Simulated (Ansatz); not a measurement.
Born–Oppenheimer molecular dynamics of H7NSSi (10 atoms, charge 0, multiplicity 1). It starts from a rough guess of a transition structure, not a stationary point.

Method: UHF/6-31G* in Ansatz.

```json
{"ensemble": "NVE (velocity Verlet)", "time step": "0.5 fs", "steps asked": "150", "starting velocities drawn for": "1000 K", "seed": "713358"}
```

First frame:

```xyz
10
Properties=species:S:1:pos:R:3
Si -0.273 -0.553 0.028
S 1.656 1.070 0.112
H 0.316 -1.615 -0.763
H -1.003 -0.233 1.243
N -1.369 0.102 -1.127
H 1.690 -0.389 1.163
H 1.030 -1.105 1.264
H 1.147 1.792 1.102
H -2.012 0.847 -0.906
H -1.182 0.084 -2.117
```

Task: What does the run give?

Result: All steps were run.

```
steps done                                               : 150
time covered                                             : 75 fs
mean temperature over the second half                    : 3190 K
spread of the potential energy over the second half      : 24.6 meV per atom
mean potential energy of the second half above the start : -226.6 meV per atom
```

The conserved energy stayed within 1.7 meV per atom of its start (net change 0.021 meV per atom), so there is no drift, though single steps change it by up to 22 meV in the whole system, a sign of fast motions only just resolved. The system heated up, since it started high on the potential surface and ran downhill. A run of 0.075 ps of so small a system gives no equilibrium averages. The orbitals stay closed-shell, which can raise the energy where a bond breaks towards radicals; this wasn't checked here.

Task: What happens to the structure?

Result: The step under study would form Si1–H7, S2–H6 and break Si1–S2, H6–H7. These pairs go: Si1–H7 1.88 → 12.09 Å, S2–H6 1.80 → 11.97 Å, Si1–S2 2.52 → 2.49 Å, H6–H7 0.98 → 0.88 Å. In the last frame they stand as before the step (other bonds may differ from the relaxed reactants and products). These pairs come and go: their bonding changes 19 times, last at 70 of 75 fs, so the outcome isn't settled. It ends as H2 + H5NSSi. Pairs count as bonded within 1.25 times the sum of covalent radii (0.12 Å more for H–H). The details hang on the random start.

Task: How do temperature and energy run in time?

Result: 
```
time (fs)  T (K)  potential energy less start (eV)  conserved less start (meV/atom)
      0.0   1000                             0.000                             0.00
      3.5   2089                            -1.139                            -1.34
      7.0   2595                            -1.652                            -0.27
     10.5   3026                            -2.102                            -0.68
     14.0   3108                            -2.189                            -0.94
     17.5   3257                            -2.338                            -0.40
     21.0   3784                            -2.895                            -1.67
     24.5   3521                            -2.604                             0.32
     28.0   3460                            -2.550                            -0.69
     31.5   2878                            -1.938                             0.38
     35.0   2814                            -1.866                             1.01
     38.5   2767                            -1.823                             0.39
     42.0   3016                            -2.073                             1.14
     45.5   2944                            -2.005                             0.49
     49.0   3185                            -2.269                            -0.96
     52.5   3255                            -2.332                             0.00
     56.0   3739                            -2.848                            -1.60
     59.5   3428                            -2.511                            -0.10
     63.0   3389                            -2.478                            -0.76
     66.5   3272                            -2.359                            -0.96
     70.0   3131                            -2.207                            -0.32
     73.5   3293                            -2.386                            -1.50
```

The run took 3.4 min on 1 thread of AMD EPYC 7R13 Processor (Zen 3), with other jobs on the host, peak memory 0.15 GiB.
